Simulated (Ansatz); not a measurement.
Process, species as SMILES: FC(F)(F)F → C atom + 4 F atom
B3LYP-D3(BJ)/def2-TZVP geometries, fixed; electronic energies without zero-point terms.
Largest species:
```xyz
5

C      0.0000     0.0000     0.0000
F      0.7629     0.7657     0.7682
F     -0.7843    -0.7493     0.7628
F     -0.7467     0.7653    -0.7843
F      0.7680    -0.7817    -0.7466
```
Charge 0, spin multiplicity 1.

The atomisation energy at MP2 with Ansatz (a first-principles code), in kcal/mol, split into its Hartree-Fock and correlation parts. Cores are frozen. Open shells are unrestricted. No added dispersion term, no relativity. Functions are those of the species that has most.

| basis | X | functions | Hartree-Fock | MP2 |
|---|---|---|---|---|
| aug-cc-pVDZ | 2 | 115 | 301.97 | 469.98 |
| aug-cc-pVTZ | 3 | 230 | 313.67 | 496.68 |
| aug-cc-pVQZ | 4 | 400 | 313.84 | 503.71 |

Worked estimate of the basis-set limit from each neighbouring pair, with Hartree-Fock from the larger set and the correlation part extrapolated as X^-3.
Correlation parts: X = 2: 168.01, X = 3: 183.01, X = 4: 189.87.
- (2,3): (27·(183.01) - 8·(168.01))/19 = 189.33; with Hartree-Fock 313.67 the estimate is 503.00 kcal/mol.
- (3,4): (64·(189.87) - 27·(183.01))/37 = 194.88; with Hartree-Fock 313.84 the estimate is 508.72 kcal/mol.
The last two estimates differ by 5.72 kcal/mol; the largest set lies 5.01 from the last. Over the last step Hartree-Fock moves by 0.17 and the correlation part by 6.86.
